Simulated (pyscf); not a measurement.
O=Mo(=O)(OH)–Cl + H₂ -> O=MoH(=O)–Cl + H₂O, a four-centre exchange (singlet surface; Mo–O, H–H broken, H–Mo, H–O formed). Structures and frequencies: ωB97X-D3(BJ)/def2-SVP in PySCF. Energies in eV from the separated reactants.

Small-basis levels: PySCF, no dispersion term, spherical d functions. AM1 to PM7: differences of heats of formation from MOPAC, which are fitted to 298 K values and so differ in kind from electronic energies by zero-point and thermal terms. GFN2-xTB: tblite. Cost: rough CPU time at the saddle relative to B3LYP/6-31G*+LANL2DZ, from one job on a shared machine.

| level | barrier | reaction energy | cost |
|---|---|---|---|
| MP2/6-31G*+LANL2DZ | 2.07 | +1.58 | 0.1 |
| BP86/6-31G*+LANL2DZ | 1.60 | +1.21 | 1 |
| M06-2X/6-31G*+LANL2DZ | 1.70 | +0.98 | 3 |
| B3LYP/6-311+G**+LANL2DZ | 1.50 | +0.60 | 1 |
| B3LYP/def2-SVP | 1.49 | +1.08 | 1 |
| GFN2-xTB | 0.42 | -1.16 | under 0.02 |
| AM1 | 2.10 | +0.30 | under 0.02 |
| PM6 | 1.69 | +1.61 | under 0.02 |
| PM7 | 2.19 | +2.55 | under 0.02 |
| ωB97M-D3(BJ)/def2-TZVP | 1.50 | +0.85 | – |

Against the last row the barrier runs from -1.08 (GFN2-xTB) to +0.69 eV (PM7). At PM7 this geometry lies under one side, so the entry may be no barrier of that level: it is a single point on another level's saddle. ωB97M-D3(BJ)/def2-TZVP has limits of its own. On the product side the descent ends in an adduct with a Mo–O contact, 0.43 eV under the separated species and 0.97 eV under the saddle at ωB97X-D3(BJ)/def2-TZVP. What is counted as broken (Mo–O) persists as a longer contact in the product adduct; parting that adduct is a step of its own. At the saddle there is also a short H–Mo contact that neither side keeps. This is the saddle that the search found; another between the same sides may lie lower. In the def2 sets elements past Kr carry core potentials, without spin-orbit coupling.
